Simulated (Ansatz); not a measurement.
Born–Oppenheimer molecular dynamics of BClH3N (6 atoms, charge 0, multiplicity 1). It starts at the highest image of a converged band. Of that band: Neighbouring images differ by up to 1.6 eV, so the band resolves the path poorly. A vibrational analysis at the climbing image gives 2 clearly imaginary modes (1368i, 120i cm⁻¹): a point of higher order, so a lower path passes nearby.

Method: RKS B3LYP-D4/def2-SVP in Ansatz 0.2.0.

| Property | Result |
| --- | --- |
| ensemble | NVE (velocity Verlet) |
| time step | 0.5 fs |
| steps asked | 200 |
| starting velocities drawn for | 100 K |
| seed | 4773 |

First frame:

```xyz
6
Properties=species:S:1:pos:R:3
B -0.369 0.006 0.096
H -0.399 0.647 -1.192
N 0.918 -0.255 0.290
H 0.483 0.398 -0.946
Cl -2.020 -0.086 0.685
H 1.386 -0.711 1.067
```

(1) What does the run give?

(2) What happens to the structure?

(3) How do temperature and energy run in time?

Results:

(1) The run went to its last step.

| Property | Result |
| --- | --- |
| steps done | 200 |
| time covered | 100 fs |
| mean temperature over the second half | 3338 K |
| spread of the potential energy over the second half | 85.2 meV per atom |
| mean potential energy of the second half above the start | -279.9 meV per atom |

The conserved energy wandered by up to 5.3 meV per atom (net -0.2 meV per atom), which is poor conservation. The system heated up, since it started high on the potential surface and ran downhill. A run of 0.1 ps of so small a system gives no equilibrium averages. The orbitals stay closed-shell, which can raise the energy where a bond breaks towards radicals; this wasn't checked here.

(2) The step under study would form H2–H4 and break B1–H2, N3–H4. These pairs go: H2–H4 0.95 → 2.04 Å, B1–H2 1.44 → 1.25 Å, N3–H4 1.46 → 1.20 Å. In the last frame they stand as before the step (other bonds may differ from the relaxed reactants and products). These pairs come and go: their bonding changes 18 times, last at 100 of 100 fs, so the outcome isn't settled. Also parted: B1–H4 1.40 → 2.15 Å. It ends as one piece, BClH3N. Pairs count as bonded within 1.25 times the sum of covalent radii (0.12 Å more for H–H). Another seed would give other details.

(3) 
| time (fs) | T (K) | potential energy less start (eV) | conserved less start (meV/atom) |
| --- | --- | --- | --- |
| 0.0 | 100 | 0.000 | 0.00 |
| 3.0 | 70 | 0.016 | 0.02 |
| 6.0 | 41 | 0.031 | 0.02 |
| 9.0 | 39 | 0.032 | 0.01 |
| 12.0 | 23 | 0.040 | 0.03 |
| 15.0 | 41 | 0.031 | 0.02 |
| 18.0 | 69 | 0.016 | 0.01 |
| 21.0 | 78 | 0.012 | 0.04 |
| 24.0 | 252 | -0.078 | 0.13 |
| 27.0 | 1434 | -0.687 | 0.44 |
| 30.0 | 4204 | -2.122 | -0.01 |
| 33.0 | 3985 | -2.012 | -0.52 |
| 36.0 | 2069 | -1.016 | 0.32 |
| 39.0 | 4443 | -2.256 | -1.76 |
| 42.0 | 3781 | -1.913 | -1.70 |
| 45.0 | 3259 | -1.633 | 0.12 |
| 48.0 | 3249 | -1.626 | 0.24 |
| 51.0 | 3028 | -1.502 | 2.06 |
| 54.0 | 4203 | -2.127 | -0.93 |
| 57.0 | 1911 | -0.934 | 0.35 |
| 60.0 | 3360 | -1.702 | -2.65 |
| 63.0 | 2859 | -1.448 | -3.60 |
| 66.0 | 2060 | -1.011 | 0.37 |
| 69.0 | 3157 | -1.581 | -0.13 |
| 72.0 | 3013 | -1.493 | 2.23 |
| 75.0 | 3995 | -2.020 | -0.94 |
| 78.0 | 1927 | -0.942 | 0.52 |
| 81.0 | 3627 | -1.850 | -4.43 |
| 84.0 | 4617 | -2.355 | -3.20 |
| 87.0 | 2858 | -1.426 | 0.11 |
| 90.0 | 4502 | -2.280 | -0.62 |
| 93.0 | 3350 | -1.659 | 3.61 |
| 96.0 | 4534 | -2.297 | -0.73 |
| 99.0 | 2580 | -1.279 | 0.47 |

Run time: 4.8 min on 1 thread of Arm Neoverse V1, on a shared host, peak memory 0.11 GiB.
